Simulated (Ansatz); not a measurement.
Si(NH2)H3 (SiNH₅), relaxed as a singlet with RKS PBE0-D4/def2-TZVP in Ansatz, starting from the GFN2-xTB geometry. Force threshold 0.02 eV/Å.

Start:

```csv
atom,x (Å),y (Å),z (Å)
Si1,-0.1600,-0.5260,-0.4053
N2,0.4383,0.7547,0.5800
H3,0.3010,0.7013,1.5764
H4,0.3016,1.7036,0.2720
H5,0.3252,-1.7484,0.2294
H6,0.4198,-0.2925,-1.7259
H7,-1.6259,-0.5928,-0.5267
```

Task: Estimate the energy that the relaxation releases and the steps that it takes.

Result: 0.8 kcal/mol, in 5 steps; 2.7 s on 4 threads of Arm Neoverse V2 on a shared host. No frequencies were taken in this run, so the end may be a saddle point.

Task: Does the start keep its bonding?

Result: By distances, no bond broke or formed. The bond that changes most is Si1–H5, from 1.46 to 1.49 Å (atoms count from 1).

Task: Predict the relaxed structure.

Result: 
```xyz
7

Si   -0.152   -0.509   -0.391
N     0.417    0.776    0.601
H     0.292    0.728    1.600
H     0.339    1.727    0.279
H     0.330   -1.786    0.197
H     0.409   -0.319   -1.753
H    -1.635   -0.617   -0.533
```
Bond lengths: 1 × N–Si 1.72 Å; 3 × H–Si 1.49 Å; 2 × H–N 1.01 Å.
